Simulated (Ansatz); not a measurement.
# C₃H₅FO₂: one species, many methods

One table from this session's results is given with a row withheld; the runs are named, their logs left out.

Computed with Ansatz 0.2.0, Gaussian basis. Level: functionals in def2-TZVPP, the program's frozen cores in correlated methods.

Plan: PBE-D4, r2SCAN-D4, PBE0-D4, B3LYP-D4, ωB97X-V, ωB97M-V, B2PLYP; CCSD(T)/def2-TZVPP; MP2/def2-QZVPP; extrapolation to the limit.

### The geometry

The geometry comes from an earlier relaxation with PBE0-D4 in a triple-zeta def2 set; it is a stationary point, not always the lowest conformer.

SMILES `OC1(O)CC1F`, 11 atoms, charge 0, spin multiplicity 1.

Atoms are counted from 1 here; the program's logs count them from 0.

Bond lengths: O1–C2 1.376 Å, O1–H7 0.964 Å, C2–O3 1.381 Å, C2–C4 1.498 Å, C2–C5 1.484 Å, O3–H8 0.964 Å, C4–C5 1.505 Å, C4–H9 1.083 Å, C4–H10 1.083 Å, C5–F6 1.359 Å, C5–H11 1.084 Å. Angles: C2–O1–H7 108.3°, O1–C2–O3 115.6°, O1–C2–C4 115.2°, O1–C2–C5 119.5°, O3–C2–C4 120.0°, O3–C2–C5 114.9°, C4–C2–C5 60.6°, C2–O3–H8 107.9°, C2–C4–C5 59.2°, C2–C4–H9 119.1°, C2–C4–H10 115.8°, C5–C4–H9 117.7°, C5–C4–H10 116.0°, H9–C4–H10 116.7°, C2–C5–C4 60.2°, C2–C5–F6 118.1°, C2–C5–H11 119.1°, C4–C5–F6 118.0° and more.

Coordinates:

```xyz
11
C3H5FO2
O     0.8522   -1.0662   -0.9450
C     0.1958   -0.4306    0.0831
O     0.0739   -1.1548    1.2526
C     0.3831    1.0543    0.1379
C    -0.9510    0.4596   -0.2233
F    -1.3632    0.5523   -1.5150
H     0.2726   -1.7512   -1.2960
H     0.9562   -1.2694    1.6229
H     0.4727    1.5391    1.1016
H     0.9456    1.4881   -0.6794
H    -1.7726    0.5219    0.4812
```

The first run:

in.yaml

```yaml
crystal:
  periodic: [false, false, false]
  atoms:
    - {symbol: O, position_ang: [0.852249, -1.066195, -0.945045]}
    - {symbol: C, position_ang: [0.195754, -0.430561, 0.083108]}
    - {symbol: O, position_ang: [0.073943, -1.154766, 1.252624]}
    - {symbol: C, position_ang: [0.383091, 1.054347, 0.137876]}
    - {symbol: C, position_ang: [-0.950991, 0.459621, -0.223350]}
    - {symbol: F, position_ang: [-1.363185, 0.552321, -1.514983]}
    - {symbol: H, position_ang: [0.272640, -1.751249, -1.296044]}
    - {symbol: H, position_ang: [0.956191, -1.269407, 1.622945]}
    - {symbol: H, position_ang: [0.472651, 1.539094, 1.101637]}
    - {symbol: H, position_ang: [0.945608, 1.488139, -0.679419]}
    - {symbol: H, position_ang: [-1.772551, 0.521856, 0.481154]}
basis:
  gaussian: {orbitals: def2-TZVPP}
hamiltonian: {xc: pbe, dispersion: d4}
output: {forces: true, orbitals: {seedname: orbitals}}
```

The run is started by

```
ansatz run in.yaml --threads 4 --pin off --events-out ev --progress --plain --max-ram 10444MiB
```

Among the steps run: PBE-D4 (GGA); r2SCAN-D4 (meta-GGA); PBE0-D4 (hybrid); B3LYP-D4 (hybrid); ωB97X-V (range-separated); ωB97M-V (range-separated); B2PLYP (double hybrid); CCSD(T) in def2-TZVPP; MP2 in def2-QZVPP.

One table of the session follows, with a row left open; its other results are not shown here.

```
            method  atomisation energy (kJ/mol)
            PBE-D4                       4621.1
         r2SCAN-D4                            ?
           PBE0-D4                       4487.7
          B3LYP-D4                       4431.8
           ωB97X-V                       4466.6
           ωB97M-V                       4472.2
            B2PLYP                       4396.3
     HF/def2-TZVPP                       3054.8
    MP2/def2-TZVPP                       4460.8
   CCSD/def2-TZVPP                       4240.5
CCSD(T)/def2-TZVPP                       4324.2
           MP2/CBS                       4585.4
       CCSD(T)/CBS                       4448.9
```

Estimate the missing values for r2SCAN-D4.

The run gave: atomisation energy (kJ/mol): 4473.4. In the column «atomisation energy (kJ/mol)» it lies between ωB97M-V (4472.2) and PBE0-D4 (4487.7).
